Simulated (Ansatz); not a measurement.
**CH4AlNa (SMILES [Na][CH2][AlH2]): functionals against CCSD(T) at one geometry**

Aim: energy, forces and dipole at a structure displaced at random from a GFN2-xTB minimum, from CCSD(T) and from density functionals.

Computed with Ansatz 0.2.0, Gaussian basis. Level: single points in def2-TZVPP.

Correlated methods freeze the cores. The outer core shell of Li, Na, Mg and K is correlated.

### Step 1. Starting geometry

SMILES `[Na][CH2][AlH2]`, 7 atoms, charge 0, spin multiplicity 1.

Atoms are counted from 1 here; the program's logs count them from 0.

Bond lengths: Na1–C2 2.410 Å, C2–Al3 1.935 Å, C2–H4 1.114 Å, C2–H5 1.116 Å, Al3–H6 1.734 Å, Al3–H7 1.561 Å. Angles: Na1–C2–Al3 95.0°, Na1–C2–H4 104.1°, Na1–C2–H5 106.9°, Al3–C2–H4 116.9°, Al3–C2–H5 121.9°, H4–C2–H5 108.9°, C2–Al3–H6 115.9°, C2–Al3–H7 134.9°, H6–Al3–H7 109.1°.

As a file:

```xyz
7

Na   -2.3209    0.4701    0.1713
C    -0.2904   -0.3840   -0.8066
Al    0.8483    0.1753    0.6546
H    -0.4784   -1.4768   -0.9090
H    -0.2058    0.0649   -1.8245
H     0.0581    1.0130    1.9516
H     2.3853    0.1494    0.9252
```

### Step 2. CCSD(T)/def2-TZVPP

run/in.yaml

```yaml
crystal:
  periodic: [false, false, false]
  atoms:
    - {symbol: Na, position_ang: [-2.320900, 0.470100, 0.171300]}
    - {symbol: C, position_ang: [-0.290400, -0.384000, -0.806600]}
    - {symbol: Al, position_ang: [0.848300, 0.175300, 0.654600]}
    - {symbol: H, position_ang: [-0.478400, -1.476800, -0.909000]}
    - {symbol: H, position_ang: [-0.205800, 0.064900, -1.824500]}
    - {symbol: H, position_ang: [0.058100, 1.013000, 1.951600]}
    - {symbol: H, position_ang: [2.385300, 0.149400, 0.925200]}
basis:
  gaussian: {orbitals: def2-TZVPP}
correlation: {method: ccsd_t}
output: {forces: true}
```

The command line of these runs was not kept.

### Step 3. PBE0-D4/def2-TZVPP

run/in.yaml, as its differences from that of step 2:

```diff
@@ -12,3 +12,3 @@
   gaussian: {orbitals: def2-TZVPP}
-correlation: {method: ccsd_t}
-output: {forces: true}
+hamiltonian: {xc: pbe0, dispersion: d4}
+output: {forces: true, orbitals: {seedname: orbitals}}
```

### Step 4. wB97M-V/def2-TZVPP

run/in.yaml, as its differences from that of step 3:

```diff
@@ -12,3 +12,3 @@
   gaussian: {orbitals: def2-TZVPP}
-hamiltonian: {xc: pbe0, dispersion: d4}
-output: {forces: true, orbitals: {seedname: orbitals}}
+hamiltonian: {xc: {name: wB97M-V}}
+output: {forces: true}
```

### Step 5. r2SCAN-D4/def2-TZVPP

run/in.yaml, as its differences from that of step 4:

```diff
@@ -12,3 +12,3 @@
   gaussian: {orbitals: def2-TZVPP}
-hamiltonian: {xc: {name: wB97M-V}}
+hamiltonian: {xc: r2scan, dispersion: d4}
 output: {forces: true}
```

### Step 6. PBE-D4/def2-TZVPP

run/in.yaml, as its differences from that of step 5:

```diff
@@ -12,3 +12,3 @@
   gaussian: {orbitals: def2-TZVPP}
-hamiltonian: {xc: r2scan, dispersion: d4}
+hamiltonian: {xc: pbe, dispersion: d4}
 output: {forces: true}
```

### Step 7. CAM-B3LYP-D4/def2-TZVPP

run/in.yaml, as its differences from that of step 6:

```diff
@@ -12,3 +12,3 @@
   gaussian: {orbitals: def2-TZVPP}
-hamiltonian: {xc: pbe, dispersion: d4}
+hamiltonian: {xc: {name: CAM-B3LYP}, dispersion: d4}
 output: {forces: true}
```

### Step 8. B97M-V/def2-TZVPP

run/in.yaml, as its differences from that of step 7:

```diff
@@ -12,3 +12,3 @@
   gaussian: {orbitals: def2-TZVPP}
-hamiltonian: {xc: {name: CAM-B3LYP}, dispersion: d4}
+hamiltonian: {xc: {name: B97M-V}}
 output: {forces: true}
```

(Steps that only read results are left out.)

What does the calculation give? Wanted: energy less free atoms, CCSD(T)/def2-TZVPP; RMS force component; RMS force error; HOMO and LUMO, PBE0-D4; T1 diagnostic.

As calculated:

```
                                  quantity                                                                                               value
energy less free atoms, CCSD(T)/def2-TZVPP                                                                                      -1819.6 kJ/mol
                       RMS force component                                                                0.398 to 0.456 eV/Å over the methods
                           RMS force error  PBE0-D4 0.061, wB97M-V 0.062, r2SCAN-D4 0.077, PBE-D4 0.088, CAM-B3LYP-D4 0.074, B97M-V 0.090 eV/Å
                    HOMO and LUMO, PBE0-D4                                                                                  -4.53 and -1.40 eV
                             T1 diagnostic                                                                                               0.012
```

**Reading.** Against CCSD(T) the functionals' energies less atoms differ by -71.8 to -22.0 kJ/mol, PBE-D4 by -45.5 kJ/mol. The reference is not at the basis limit: in triple zeta CCSD(T) underbinds, which counts against methods that bind more; the gaps are no ranking. For forces PBE0-D4 does best and B97M-V worst. Frozen-core CCSD(T) forces in triple zeta carry basis errors of their own, and this is one geometry, so small gaps rank nothing.
